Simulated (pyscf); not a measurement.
Optimised with ωB97X-D3(BJ)/def2-SVP in PySCF.

Question: Estimate by transition-state theory the rate constant of `[SiH3][SH]` + `[H][H]` -> `[SH2]` + `[SiH4]` (singlet surface; S–Si, H–H broken, H–S, H–Si formed) at 1200 K, with ωB97M-D3(BJ)/def2-TZVP energies (ideal gas, 1 atm, RRHO with modes under 100 cm⁻¹ raised to 100, one conformer, R ln 2 for chiral ones without a mode under 150 cm⁻¹; no tunnelling).

Answer: The electronic barrier is 57.3 kcal/mol and the thermal terms add +33.9, so ΔG‡ = 91.2 kcal/mol. With k_BT/h = 2.50e+13 s⁻¹ and RT = 2.385 kcal/mol, and a volume of 1.64e-19 cm³ per molecule at 1 atm, k = 9.9e-23 cm³ molecule⁻¹ s⁻¹. Wigner's tunnelling factor for 1481i cm⁻¹ would be 1.13. A shift of 1 kcal/mol in the barrier changes k by a factor 1.5. This is the saddle that the search found; another between the same sides may lie lower.
